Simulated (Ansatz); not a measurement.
CH6LiSi (charge +1), singlet: a pair in one relaxed arrangement.

The input file, in.yaml:

```yaml
crystal:
  periodic: [false, false, false]
  atoms:
    - {symbol: Li, position_ang: [-1.700013, 1.268277, -1.809597]}
    - {symbol: C, position_ang: [-0.400148, 0.298971, -0.425654]}
    - {symbol: Si, position_ang: [0.770298, -0.575112, 0.819832]}
    - {symbol: H, position_ang: [-1.391766, -0.152390, -0.284470]}
    - {symbol: H, position_ang: [0.012285, 0.102885, -1.424875]}
    - {symbol: H, position_ang: [-0.383751, 1.366457, -0.166520]}
    - {symbol: H, position_ang: [0.226248, -0.318380, 2.170484]}
    - {symbol: H, position_ang: [2.110075, 0.023666, 0.639274]}
    - {symbol: H, position_ang: [0.756673, -2.014374, 0.481424]}
basis:
  gaussian: {orbitals: def2-SVP}
total_charge: 1
hamiltonian: {xc: pbe0, dispersion: d4}
```

Run by:

```bash
ansatz run in.yaml --threads 2 --pin off --events-out ev --progress --plain --max-ram 5222MiB
```

What Ansatz 0.2.0 printed:

```
Functional definition: PBE0
  name "PBE0"
  cite "Adamo & Barone, J. Chem. Phys. 110, 6158 (1999) doi:10.1063/1.478522"
  cite "Perdew, Burke & Ernzerhof, Phys. Rev. Lett. 77, 3865 (1996) doi:10.1103/PhysRevLett.77.3865"
  parent pbe
  parameter a = 0.25
  parameter kappa = 0.804
  parameter beta = 0.06672455060314922
  exchange = (1 - a)*pbe_x(kappa = kappa, mu = beta*pi^2/3) + a*exact_x
  correlation = pbe_c(beta = beta)
838 factors; their error is unknown
mean field evaluation 1: about -9193.6747 eV, gradient 6.0e1 eV
mean field evaluation 2: about -9190.5446 eV, gradient 6.4e1 eV
mean field evaluation 4: about -9202.4957 eV, gradient 5.6e-1 eV
mean field evaluation 8: about -9202.5300 eV, gradient 1.7e-2 eV
mean field -9202.52995126 eV, -338.1867380098 hartree, gradient 1.4e-5 eV, S^2 0.000000; 0 other end points of the search recorded, 0 dependent functions left out
reference -9202.52998212 eV, -338.1867391440 hartree; 14, 14 occupied and 57, 57 virtual orbitals, 838 factors
Total energy: -9202.62278497 eV, -338.1901495860 hartree
```

The run took about 0.85 s on 2 CPU threads of an Arm Neoverse V1 (shared host).
